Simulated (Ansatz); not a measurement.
# UCCSD/3-21G run of AlO (oxoaluminum)

What is the vertical doublet–quartet gap of AlO (oxoaluminum) at UCCSD/3-21G? 

The results are computed with Ansatz 0.2.0.

74 further runs of the same task are left out: 3 that didn't finish, 71 set aside as unsound or not needed.

## 1. Starting point

The species is AlO (2 atoms), meant as a doublet with charge 0. SMILES: `[O]=[Al]`. The shape comes from GFN2-xTB, which is rough for such elements, and wasn't checked as a minimum.

Bond lengths: O1–Al2 1.570 Å.

## 2. A single-point energy at UCCSD/3-21G

Contents of molecule.yaml:

```yaml
crystal:
  periodic: [false, false, false]
  atoms:
    - {symbol: O, position_ang: [0.000000, 0.000000, 0.000000]}
    - {symbol: Al, position_ang: [0.000000, 0.000000, 1.570050]}
basis:
  gaussian:
    orbitals: 3-21G.json
magnetization:
  spin_polarized: true
  initial_magnetization: 1
correlation:
  method: ccsd
  frozen_orbitals: {Al: 5, O: 1}
accuracy: high
scf:
  omitted_lower_state_checks: [cluster_reference, increment]
```

The basis set 3-21G is read from a file made from the Basis Set Exchange's data (not shown).

On the command line:

```
$ ansatz run molecule.yaml --threads 1 --pin off --max-ram 2610MiB --events-out events.jsonl --progress --plain --runs-dir runs
```

Output, cut to the lines that bear on the results:

```text
Warning: RAYON_NUM_THREADS=1 ignored (pool sized by the plan → 1); use --threads N
Functional definition: HF
  name "HF"
[...]
411 factors; integrals over basis functions are off by at most 4.9e-9 eV
[...]
mean field -8571.59416354 eV, -315.0002754751 hartree, gradient 7.0e-8 eV, S^2 0.905010; 17 other end points of the search recorded, 0 dependent functions left out
6 core orbitals not correlated: weight in the atoms' cores, before any rotation towards them, 1.000 or more for the frozen orbitals, at most 0.000 for the correlated occupied ones
reference -8571.59416354 eV, -315.0002754751 hartree; 5, 4 occupied and 11, 12 virtual orbitals, 411 factors
second order -2.95768428 eV of doubles, -0.00000000 eV of singles
cycle   1  -3.12572012 eV  change   -1.7e-1 eV  update   9.1e-2
[...]
cycle  41  -3.27906153 eV  change  -4.1e-10 eV  update  5.4e-10
Total energy: -8574.87322507 eV, -315.1207787635 hartree
Checks for a lower state left out: cluster_reference, increment
```

It took 0.46 s on 1 thread of AMD EPYC 9R45 (Zen 5), shared host.

## 3. The quartet at the same level

Contents of in.yaml:

```yaml
crystal:
  periodic: [false, false, false]
  atoms:
    - {symbol: O, position_ang: [0.000000, 0.000000, 0.000000]}
    - {symbol: Al, position_ang: [0.000000, 0.000000, 1.570050]}
basis:
  gaussian:
    orbitals: 3-21G.json
magnetization:
  spin_polarized: true
  initial_magnetization: 3
correlation:
  method: ccsd
  frozen_orbitals: {Al: 5, O: 1}
accuracy: high
scf:
  omitted_lower_state_checks: [cluster_reference, increment]
```

The basis set 3-21G is read from a file made from the Basis Set Exchange's data (not shown).

On the command line:

```
$ ansatz run in.yaml --threads 1 --pin off --max-ram 2610MiB --events-out events.jsonl --progress --plain --runs-dir runs
```

Output, cut to the lines that bear on the results:

```text
Warning: RAYON_NUM_THREADS=1 ignored (pool sized by the plan → 1); use --threads N
[... 2 set-up lines as earlier in the session ...]
[...]
411 factors; integrals over basis functions are off by at most 4.9e-9 eV
[...]
mean field -8569.23124523 eV, -314.9134398285 hartree, gradient 4.4e-8 eV, S^2 3.752248; 16 other end points of the search recorded, 0 dependent functions left out
6 core orbitals not correlated: weight in the atoms' cores, before any rotation towards them, 1.000 or more for the frozen orbitals, at most 0.000 for the correlated occupied ones
reference -8569.23124523 eV, -314.9134398285 hartree; 6, 3 occupied and 10, 13 virtual orbitals, 411 factors
second order -2.50337693 eV of doubles, -0.00000000 eV of singles
cycle   1  -2.59451407 eV  change   -9.1e-2 eV  update   6.1e-2
[...]
cycle  34  -2.80106591 eV  change    1.0e-9 eV  update  9.2e-10
Total energy: -8572.03231113 eV, -315.0163771019 hartree
Checks for a lower state left out: cluster_reference, increment
```

Wall time 0.42 s (1 thread of AMD EPYC 9R45 (Zen 5), shared host).

## 4. Outcome

Level: UCCSD/3-21G, 6 core orbitals frozen.

```
                                            quantity          value
                               doublet: total energy  -315.12078 Eh
doublet: correlation energy (6 core orbitals frozen)     -120.5 mEh
          doublet: ⟨S²⟩ of the reference determinant          0.905
                              doublet: T1 diagnostic          0.150
                               quartet: total energy  -315.01638 Eh
quartet: correlation energy (6 core orbitals frozen)     -102.9 mEh
          quartet: ⟨S²⟩ of the reference determinant          3.752
                              quartet: T1 diagnostic          0.023
    vertical energy of the quartet above the doublet       2.841 eV
```

What this shows: At this shape the quartet lies 2.84 eV (66 kcal/mol) above the doublet. ⟨S²⟩ (doublet) is 0.91 where a pure doublet has 0.75: the reference is spin-contaminated. The T1 diagnostic (doublet) of 0.150 is above the customary mark for such species, so a single reference may not serve.
